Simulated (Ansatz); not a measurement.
## Ansatz (development build ahead of 0.2.0) run

```yaml
crystal:
  periodic: [false, false, false]
  atoms:
    - { symbol: "N", position_ang: [0.0, 0.0, 0.13131] }
    - { symbol: H, position_ang: [1.01072, 0.0, -0.30639] }
    - { symbol: H, position_ang: [-0.50536, 0.87531, -0.30639] }
    - { symbol: H, position_ang: [-0.50536, -0.87531, -0.30639] }
basis:
  gaussian: { orbitals: cc-pVDZ }
hamiltonian:
  xc: hf
correlation:
  method: mp2
  frozen_orbitals: { H: 0, "N": 1 }
```

The input is written out in the form of the current development build from the run's settings.

Output:

```yaml
Converged: yes
Reference_energy: -56.17660 hartree
Correlation_energy: -0.19280 hartree
Total_energy: -56.36940 hartree
Spin_squared_of_the_determinant: 0.000
```
